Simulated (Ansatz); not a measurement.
Corundum (α-Al2O3) was calculated with LDA in Ansatz (PAW).

Settings: plane-wave cutoff 520 eV, 10×10×10 k mesh, Fermi–Dirac smearing 0.01 eV, scalar-relativistic PAW data made under PBE.

The cell has the measured lattice parameters. Conventional cell: a = 4.7570 Å, b = 4.7570 Å, c = 12.9877 Å, α = 90.00°, β = 90.00°, γ = 120.00°.

```xyz
10
Lattice="-4.5418 -2.3785 0.0000 -4.5418 2.3785 0.0000 -3.2962 0.0000 -3.9269" Properties=species:S:1:pos:R:3 pbc="T T T"
Al   -10.5498     0.0000    -3.3464
Al    -4.3599     0.0000    -1.3830
Al    -1.8300     0.0000    -0.5805
Al    -8.0199     0.0000    -2.5439
O     -4.7431    -0.9217    -2.9451
O     -5.1245     1.6501    -1.7425
O     -7.6368     0.9217    -0.9817
O     -6.7726     0.7284    -3.7060
O     -7.2553    -1.6501    -2.1843
O     -5.6072    -0.7284    -0.2209
```

Task: List the 32 lowest band energies at Γ above −25 eV (eV, relative to the valence band maximum), grouping those that round alike.

Result: At Γ: -19.02, -16.59, -16.30 (×2), -15.97 (×2), -6.98, -5.97, -5.61 (×2), -4.48, -4.40 (×2), -3.38, -2.99, -1.44 (×2), -1.30 (×2), -0.50 (×2), -0.03 (×2), 0.00, 6.19, 8.99, 10.55, 11.38 (×2), 11.45, 12.14 (×2).

Note: cell and atoms aren't relaxed at this level (largest force component 0.07 eV/Å, pressure -4.7 GPa).

Ansatz is an electronic-structure program.
